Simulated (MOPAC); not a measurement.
Input file for MOPAC: PM6 on C2H6NH2ts, 2S+1 = 2.

```
PM6 1SCF PRECISE CHARGE=0 UHF MS=0.5 THREADS=1
C2H8N

C     -1.48570000 1    -0.44815600 1    -0.00001900 1
C     -0.50504200 1     0.70174000 1     0.00002900 1
N      1.86516100 1    -0.34016700 1    -0.00005700 1
H     -1.35419300 1    -1.07650500 1    -0.88050300 1
H     -1.35415900 1    -1.07661100 1     0.88038500 1
H     -2.51702500 1    -0.08617300 1     0.00002500 1
H     -0.52222400 1     1.31611800 1    -0.89721800 1
H     -0.52220500 1     1.31602900 1     0.89733800 1
H      0.66504700 1     0.14796100 1    -0.00003400 1
H      2.24664400 1     0.15971700 1    -0.80480600 1
H      2.24643900 1     0.15913300 1     0.80515100 1
```

Output:

```
*******************************************************************************
 **                                                                           **
 **                              MOPAC v23.2.5                                **
 **                                                                           **
 *******************************************************************************
 ** MOPAC's Digital Object Identifier: https://doi.org/10.5281/zenodo.6511958 **
 **                                                                           **
 ** Please cite the open-source release paper for use of this MOPAC version:  **
 ** J. E. Moussa and J. J. P. Stewart (2026)                                  **
 ** MOPAC: An open-source semiempirical molecular orbital program             **
 ** J. Open Source Softw., 11(119), 8025, https://doi.org/10.21105/joss.08025 **
 *******************************************************************************

                              PM6 CALCULATION RESULTS

 *******************************************************************************
 *  PM6        - The PM6 Hamiltonian to be used
 *  UHF        - UNRESTRICTED HARTREE-FOCK CALCULATION
 *
 *
 *
 *                 CHARGE ON SYSTEM = 0
 *
 *
 *
 *  MS=        - IN MECI, MAGNETIC COMPONENT OF SPIN =  0.5
 *  PRECISE    - TIGHTER CRITERIA TO BE USED
 *  1SCF       - DO 1 SCF AND THEN STOP
 *  THREADS=1  - MULTI-THREADING NOT USED
 *  T=         - A TIME OF 172800.0 SECONDS REQUESTED
 *  DUMP=N     - RESTART FILE WRITTEN EVERY 7200.0 SECONDS REQUESTED
 *******************************************************************************
PM6 1SCF PRECISE CHARGE=0 UHF MS=0.5 THREADS=1
 C2H8N

   ATOM   CHEMICAL          X               Y               Z
  NUMBER   SYMBOL      (ANGSTROMS)     (ANGSTROMS)     (ANGSTROMS)

     1       C         -1.48570000  *  -0.44815600  *  -0.00001900  *
     2       C         -0.50504200  *   0.70174000  *   0.00002900  *
     3       N          1.86516100  *  -0.34016700  *  -0.00005700  *
     4       H         -1.35419300  *  -1.07650500  *  -0.88050300  *
     5       H         -1.35415900  *  -1.07661100  *   0.88038500  *
     6       H         -2.51702500  *  -0.08617300  *   0.00002500  *
     7       H         -0.52222400  *   1.31611800  *  -0.89721800  *
     8       H         -0.52220500  *   1.31602900  *   0.89733800  *
     9       H          0.66504700  *   0.14796100  *  -0.00003400  *
    10       H          2.24664400  *   0.15971700  *  -0.80480600  *
    11       H          2.24643900  *   0.15913300  *   0.80515100  *



          CARTESIAN COORDINATES

    NO.       ATOM           X           Y           Z

     1         C         -1.4857     -0.4482     -0.0000
     2         C         -0.5050      0.7017      0.0000
     3         N          1.8652     -0.3402     -0.0001
     4         H         -1.3542     -1.0765     -0.8805
     5         H         -1.3542     -1.0766      0.8804
     6         H         -2.5170     -0.0862      0.0000
     7         H         -0.5222      1.3161     -0.8972
     8         H         -0.5222      1.3160      0.8973
     9         H          0.6650      0.1480     -0.0000
    10         H          2.2466      0.1597     -0.8048
    11         H          2.2464      0.1591      0.8052

 General Reference for PM6:
 "Optimization of Parameters for Semiempirical Methods V: Modification of NDDO Approximations
 and Application to 70 Elements", J. J. P. Stewart, J. Mol. Mod., 13, 1173-1213 (2007)
 URL: https://link.springer.com/article/10.1007/s00894-007-0233-4

           Empirical Formula: C2 H8 N  =    11 atoms



      MOLECULAR POINT GROUP   :   Cs


          UHF CALCULATION, NO. OF ALPHA ELECTRONS =   11
                           NO. OF BETA  ELECTRONS =   10

 -------------------------------------------------------------------------------
 PM6 1SCF PRECISE CHARGE=0 UHF MS=0.5 THREADS=1
 C2H8N



     1SCF WAS SPECIFIED, SO BFGS WAS NOT USED
     SCF FIELD WAS ACHIEVED


                              PM6 CALCULATION
                                                       MOPAC v23.2.5 Linux




          FINAL HEAT OF FORMATION =         42.73073 KCAL/MOL =     178.78538 KJ/MOL


          COSMO AREA              =        103.30 SQUARE ANGSTROMS
          COSMO VOLUME            =         84.22 CUBIC ANGSTROMS

          IONIZATION POTENTIAL    =          9.479612 EV
          ALPHA SOMO LUMO (EV)    =         -9.480  4.292
          BETA  SOMO LUMO (EV)    =        -10.105 -0.413
          NO. OF ALPHA ELECTRONS  =         11
          NO. OF BETA  ELECTRONS  =         10
          MOLECULAR WEIGHT        =         46.0919         POINT GROUP:  Cs

          MOLECULAR DIMENSIONS (Angstroms)

            Atom       Atom       Distance
            H    10    H     6     4.83743
            H     8    H     4     3.02671
            H     7    H     5     2.71808


          SCF CALCULATIONS        =          1





   ATOM   CHEMICAL          X               Y               Z
  NUMBER   SYMBOL      (ANGSTROMS)     (ANGSTROMS)     (ANGSTROMS)

     1       C         -1.48570000  *  -0.44815600  *  -0.00001900  *
     2       C         -0.50504200  *   0.70174000  *   0.00002900  *
     3       N          1.86516100  *  -0.34016700  *  -0.00005700  *
     4       H         -1.35419300  *  -1.07650500  *  -0.88050300  *
     5       H         -1.35415900  *  -1.07661100  *   0.88038500  *
     6       H         -2.51702500  *  -0.08617300  *   0.00002500  *
     7       H         -0.52222400  *   1.31611800  *  -0.89721800  *
     8       H         -0.52220500  *   1.31602900  *   0.89733800  *
     9       H          0.66504700  *   0.14796100  *  -0.00003400  *
    10       H          2.24664400  *   0.15971700  *  -0.80480600  *
    11       H          2.24643900  *   0.15913300  *   0.80515100  *

                             CARTESIAN COORDINATES

   1    C       -1.485700000    -0.448156000    -0.000019000
   2    C       -0.505042000     0.701740000     0.000029000
   3    N        1.865161000    -0.340167000    -0.000057000
   4    H       -1.354193000    -1.076505000    -0.880503000
   5    H       -1.354159000    -1.076611000     0.880385000
   6    H       -2.517025000    -0.086173000     0.000025000
   7    H       -0.522224000     1.316118000    -0.897218000
   8    H       -0.522205000     1.316029000     0.897338000
   9    H        0.665047000     0.147961000    -0.000034000
  10    H        2.246644000     0.159717000    -0.804806000
  11    H        2.246439000     0.159133000     0.805151000


           Empirical Formula: C2 H8 N  =    11 atoms



      MOLECULAR POINT GROUP   :   Cs


          ALPHA EIGENVALUES
 -30.16370 -26.80989 -21.64986 -16.12736 -15.81096 -15.34954 -13.64533 -13.18757
 -12.26938 -11.43505  -9.47961   4.29154   4.58987   5.53775   5.67878   5.96481
   6.13013   6.35158   6.36861   6.87510


           BETA EIGENVALUES
 -29.18039 -26.55515 -21.43553 -15.78750 -15.22288 -15.01689 -13.33097 -12.67867
 -12.19870 -10.10501  -0.41314   4.51101   5.09433   5.61925   5.79014   6.13016
   6.18789   6.58522   6.62691   6.89114


              NET ATOMIC CHARGES AND DIPOLE CONTRIBUTIONS

  ATOM NO.   TYPE          CHARGE      No. of ELECS.   s-Pop       p-Pop
    1          C          -0.431748        4.4317     1.07411     3.35764
    2          C          -0.362024        4.3620     1.12428     3.23775
    3          N          -0.524629        5.5246     1.72799     3.79664
    4          H           0.154032        0.8460     0.84597
    5          H           0.154028        0.8460     0.84597
    6          H           0.148184        0.8518     0.85182
    7          H           0.136755        0.8632     0.86324
    8          H           0.136751        0.8632     0.86325
    9          H           0.220306        0.7797     0.77969
   10          H           0.184172        0.8158     0.81583
   11          H           0.184173        0.8158     0.81583
 DIPOLE           X         Y         Z       TOTAL
 POINT-CHG.    -0.544     1.080     0.000     1.209
 HYBRID         0.281     1.159     0.000     1.193
 SUM           -0.263     2.239     0.001     2.254


          ATOMIC ORBITAL ELECTRON POPULATIONS

     Atom    s        px        py        pz
    1  C   1.07411   1.09410   1.08434   1.17920
    2  C   1.12428   1.04329   1.05458   1.13988
    3  N   1.72799   1.19544   1.42596   1.17524
    4  H   0.84597
    5  H   0.84597
    6  H   0.85182
    7  H   0.86324
    8  H   0.86325
    9  H   0.77969
   10  H   0.81583
   11  H   0.81583


                    (SZ)    =    0.500000
                    (S**2)  =    0.776431


          ATOMIC ORBITAL SPIN POPULATIONS

    Atom   Total    s     px     py     pz
         Atomic
    1  C -0.0249 -0.004 -0.007 -0.012 -0.002
    2  C  0.5691  0.047  0.388  0.113  0.022
    3  N  0.6552  0.009  0.395  0.218  0.034
    4  H  0.0031  0.003
    5  H  0.0031  0.003
    6  H  0.0173  0.017
    7  H -0.0164 -0.016
    8  H -0.0164 -0.016
    9  H -0.1278 -0.128
   10  H -0.0311 -0.031
   11  H -0.0311 -0.031

 **********************
 *                    *
 * JOB ENDED NORMALLY *
 *                    *
 **********************




 == MOPAC DONE ==
```

The run finished.

Cost: around 0.020 core-seconds (rough).
